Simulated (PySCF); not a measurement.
Species: C2H3Cl.
SMILES: `ClC=C`

Method: CAM-B3LYP/def2-SVPD in PySCF (dipole) on a GFN2-xTB geometry, gas phase.

Take the most abundant isotopes and a rigid rotor. 

**Question.** What are A, B and C (cm⁻¹)?

**Answer.** Ia = 8.72, Ib = 82.91, Ic = 91.63 u·Å²; 505379 MHz·u·Å²/I gives 57985, 6096 and 5516 MHz, that is A = 1.93418, B = 0.20333, C = 0.18398 cm⁻¹.

**Question.** Classify the top.

**Answer.** A near-prolate asymmetric top; Ray's κ = -0.978.

**Question.** What does the inertial defect say?

**Answer.** Planar: Δ = Ic − Ia − Ib = 0.00 u·Å². For a rigid frame Δ = −2 Σ m c², so it vanishes when all atoms lie in the ab plane; here none is more than 0.01 Å from it.

**Question.** Give the coordinates in the principal-axis frame, origin at the centre of mass.

**Answer.** The sense of each axis is arbitrary; atoms in the order of the calculation.
```
atom  mass (u)   a (Å)   b (Å)   c (Å)
  C1    12.000  -1.709   0.292   0.000
  C2    12.000  -0.659  -0.504   0.000
 Cl3    34.969   0.958   0.082   0.000
  H4     1.008  -2.704  -0.117  -0.001
  H5     1.008  -1.617   1.364   0.000
  H6     1.008  -0.721  -1.581   0.000
```

**Question.** Predict some low-J microwave lines.

**Answer.** The dipole components are |μa| = 1.45 D, |μb| = 0.40 D, |μc| = 0.00 D; the mirror of this Cs structure is the ab plane, so μc vanishes by symmetry and there are no c-type lines. The squared components, which scale the intensities, stand as 1.00 : 0.07 (a : b). Some lines, for components of 0.1 D or more:

| type | branch | J(Ka,Kc) | MHz | lower level (cm⁻¹) |
| --- | --- | --- | --- | --- |
| a | Q | 1(1,0) ← 1(1,1) | 580 | 2.118 |
| a | Q | 2(1,1) ← 2(1,2) | 1739 | 2.873 |
| a | R | 1(0,1) ← 0(0,0) | 11611 | 0.000 |
| a | R | 2(1,2) ← 1(1,1) | 22643 | 2.118 |
| a | R | 2(0,2) ← 1(0,1) | 23218 | 0.387 |
| b | Q | 1(1,0) ← 1(0,1) | 52469 | 0.387 |
| b | Q | 2(1,1) ← 2(0,2) | 53054 | 1.162 |
| b | R | 1(1,1) ← 0(0,0) | 63501 | 0.000 |
| b | R | 2(1,2) ← 1(0,1) | 74532 | 0.387 |
| b | Q | 2(2,0) ← 2(1,1) | 155674 | 2.931 |
| b | Q | 2(2,1) ← 2(1,2) | 157408 | 2.873 |
| b | R | 2(2,0) ← 1(1,1) | 180056 | 2.118 |

**Question.** Estimate the classical rotational partition function at 25 K, 50 K and 298.15 K.

**Answer.** Point group Cs, symmetry number σ = 1; q = (√π/σ)·√((kT/h)³/(ABC)), k/h = 20836.6 MHz/K: 477 at 25 K, 1350 at 50 K, 19700 at 298.15 K.

No GFN2-xTB frequencies stand behind this structure, so it isn't proved a minimum. No vibrational averaging or centrifugal distortion is included, and the geometry carries the error of its method. Quadrupole hyperfine structure (35Cl) is left out.
